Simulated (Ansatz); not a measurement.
Born–Oppenheimer molecular dynamics of BH$_{5}$O (7 atoms, charge 0, multiplicity 1). It starts at the highest image of a converged band, a first-order saddle point between two minima.

All numbers below come from RKS B3LYP-D4/6-31G* in Ansatz 0.2.0.

```json
{"ensemble": "NVE (velocity Verlet)", "time step": "0.5 fs", "steps asked": "200", "starting velocities drawn for": "100 K", "seed": "6580"}
```

Frames 5 fs apart, positions in Å, forces in eV/Å.

Velocities at 15.0 fs (Å/ps):

```
B -0.09 -18.33 -2.35
H -10.82 80.39 44.07
H -1.92 -2.12 21.35
H 1.55 4.94 17.63
O 1.03 3.23 -7.41
H -2.61 5.53 -7.70
H -1.51 56.45 67.40
```

```xyz
7
Properties=species:S:1:pos:R:3:forces:R:3 time_fs=15.0 energy_less_start_eV=-1.078 T=1767
B 0.077 -0.367 -0.006 0.38 -2.04 -0.48
H -0.065 0.437 1.576 -0.07 0.81 0.38
H 1.117 0.194 -0.235 -0.13 -0.18 0.23
H -0.938 0.110 -0.427 -0.10 -0.08 0.13
O 0.153 -1.765 0.380 -0.45 1.20 -1.07
H -0.718 -2.201 0.278 0.45 0.32 0.10
H -0.064 -0.298 1.623 -0.07 -0.03 0.71
7
Properties=species:S:1:pos:R:3:forces:R:3 time_fs=20.0 energy_less_start_eV=-1.645 T=2643
B 0.081 -0.470 -0.025 0.17 1.98 -0.84
H -0.125 0.794 1.850 -0.09 0.83 0.05
H 1.096 0.158 -0.108 0.12 -0.16 0.01
H -0.939 0.109 -0.327 0.00 -0.43 -0.01
O 0.155 -1.742 0.337 0.24 -1.19 0.13
H -0.704 -2.159 0.256 -0.46 -0.42 0.16
H -0.081 0.094 2.018 0.02 -0.60 0.50
7
Properties=species:S:1:pos:R:3:forces:R:3 time_fs=25.0 energy_less_start_eV=-1.580 T=2546
B 0.089 -0.529 -0.060 0.06 4.82 -0.36
H -0.199 1.197 2.164 0.15 -1.15 0.61
H 1.103 0.090 0.018 0.23 0.16 -0.39
H -0.951 0.025 -0.238 -0.27 0.06 -0.44
O 0.157 -1.743 0.296 -0.40 -5.01 0.98
H -0.719 -2.173 0.274 0.39 -0.07 0.11
H -0.101 0.499 2.505 -0.17 1.19 -0.51
7
Properties=species:S:1:pos:R:3:forces:R:3 time_fs=30.0 energy_less_start_eV=-1.763 T=2826
B 0.098 -0.500 -0.101 -0.22 -0.41 1.34
H -0.268 1.537 2.522 -0.06 0.21 -0.18
H 1.151 0.056 0.052 -0.22 0.27 -0.61
H -1.008 -0.051 -0.245 0.29 0.41 -0.46
O 0.157 -1.804 0.267 0.39 -0.16 -0.15
H -0.707 -2.228 0.315 -0.24 -0.10 -0.13
H -0.131 0.980 2.982 0.05 -0.21 0.18
7
Properties=species:S:1:pos:R:3:forces:R:3 time_fs=35.0 energy_less_start_eV=-1.675 T=2691
B 0.103 -0.473 -0.116 -0.52 -3.15 1.06
H -0.335 1.883 2.892 -0.18 0.44 -0.58
H 1.159 0.082 -0.046 -0.20 0.10 -0.27
H -1.004 -0.039 -0.353 0.52 0.23 -0.05
O 0.160 -1.872 0.236 0.16 2.59 -0.50
H -0.712 -2.290 0.325 0.04 0.24 -0.24
H -0.165 1.454 3.449 0.18 -0.45 0.57
7
Properties=species:S:1:pos:R:3:forces:R:3 time_fs=40.0 energy_less_start_eV=-1.669 T=2683
B 0.099 -0.510 -0.109 0.40 -2.23 -0.34
H -0.406 2.229 3.243 0.36 -0.51 1.15
H 1.119 0.123 -0.203 -0.02 -0.42 0.35
H -0.905 0.025 -0.474 -0.35 -0.16 0.36
O 0.166 -1.905 0.199 -0.20 2.62 -0.17
H -0.718 -2.307 0.281 0.18 0.19 -0.19
H -0.193 1.927 3.933 -0.36 0.50 -1.16
7
Properties=species:S:1:pos:R:3:forces:R:3 time_fs=45.0 energy_less_start_eV=-1.684 T=2704
B 0.100 -0.591 -0.110 0.09 1.49 -1.68
H -0.458 2.544 3.658 -0.08 0.04 -0.24
H 1.082 0.074 -0.285 0.45 -0.42 0.58
H -0.865 0.044 -0.509 -0.32 -0.71 0.67
O 0.170 -1.900 0.160 0.06 -0.07 0.46
H -0.708 -2.294 0.198 -0.27 -0.28 -0.02
H -0.241 2.431 4.352 0.08 -0.04 0.24
7
Properties=species:S:1:pos:R:3:forces:R:3 time_fs=50.0 energy_less_start_eV=-1.733 T=2781
B 0.105 -0.642 -0.145 0.32 3.22 -1.14
H -0.508 2.872 4.079 -0.24 -0.06 -0.75
H 1.138 -0.061 -0.241 0.24 0.18 0.19
H -0.909 -0.077 -0.406 -0.42 0.06 0.09
O 0.173 -1.900 0.127 -0.57 -3.47 0.73
H -0.711 -2.319 0.106 0.44 0.01 0.13
H -0.291 2.923 4.766 0.24 0.06 0.75
7
Properties=species:S:1:pos:R:3:forces:R:3 time_fs=55.0 energy_less_start_eV=-1.676 T=2694
B 0.116 -0.632 -0.202 -0.07 -0.14 0.88
H -0.563 3.188 4.484 0.38 0.40 1.18
H 1.232 -0.161 -0.155 -0.67 0.53 -0.35
H -1.020 -0.194 -0.275 0.69 0.53 -0.42
O 0.171 -1.941 0.104 0.58 -0.65 -0.24
H -0.681 -2.372 0.042 -0.53 -0.26 0.14
H -0.336 3.425 5.195 -0.38 -0.40 -1.19
7
Properties=species:S:1:pos:R:3:forces:R:3 time_fs=60.0 energy_less_start_eV=-1.635 T=2628
B 0.124 -0.624 -0.241 -0.57 -2.64 1.86
H -0.596 3.523 4.957 -0.05 -0.11 -0.17
H 1.203 -0.140 -0.145 -0.07 0.54 -0.46
H -1.001 -0.191 -0.241 0.41 0.57 -0.62
O 0.173 -1.995 0.077 -0.15 1.11 -0.91
H -0.695 -2.445 0.013 0.39 0.42 0.13
H -0.403 3.908 5.556 0.05 0.11 0.17
7
Properties=species:S:1:pos:R:3:forces:R:3 time_fs=65.0 energy_less_start_eV=-1.777 T=2848
B 0.124 -0.666 -0.243 0.22 -1.03 0.91
H -0.629 3.873 5.428 -0.18 -0.58 -0.56
H 1.140 -0.015 -0.236 0.00 -0.52 -0.12
H -0.901 -0.064 -0.344 -0.33 -0.23 -0.24
O 0.176 -2.033 0.038 0.44 1.77 -0.59
H -0.686 -2.460 0.013 -0.33 0.00 0.03
H -0.470 4.377 5.919 0.18 0.58 0.56
7
Properties=species:S:1:pos:R:3:forces:R:3 time_fs=70.0 energy_less_start_eV=-1.615 T=2599
B 0.126 -0.727 -0.227 -0.28 2.25 -1.08
H -0.665 4.202 5.893 0.22 1.10 0.65
H 1.087 0.001 -0.351 0.40 -0.89 0.40
H -0.853 -0.002 -0.494 -0.02 -1.23 0.49
O 0.183 -2.049 -0.009 -0.29 -0.16 0.22
H -0.703 -2.451 0.021 0.20 0.03 -0.03
H -0.534 4.866 6.288 -0.22 -1.10 -0.65
```

Of the whole run (100 fs, mean temperature of the second half 2713 K): The conserved energy stayed within 0.21 meV per atom of its start (net change -0.0054 meV per atom), so the integration is sound. The system heated up, since it started high on the potential surface and ran downhill. A run of 0.1 ps of so small a system gives no equilibrium averages. The orbitals stay closed-shell, which can raise the energy where a bond breaks towards radicals; this wasn't checked here.

The run took 2.1 min on 1 thread of Arm Neoverse V2, with other jobs on the host, peak memory 0.081 GiB.
